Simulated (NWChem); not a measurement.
A series in which one site is exchanged, each optimised at PBE0/def2-SVP with NWChem, gas phase unless a solvent is named. def2 effective core potentials on Ag; no spin-orbit coupling.

A: Cl (HCl; site = H)
B: [Cl][Ag] (AgCl; site = Ag)
C: [Cl][Cu] (CuCl; site = Cu)
D: [Na][Cl] (NaCl; site = Na)

Task: Rank them by vertical ionisation energy, ΔSCF, PBE/def2-SVP (eV), lowest first.

Result: D (9.15), C (9.43), B (9.99), A (12.55)
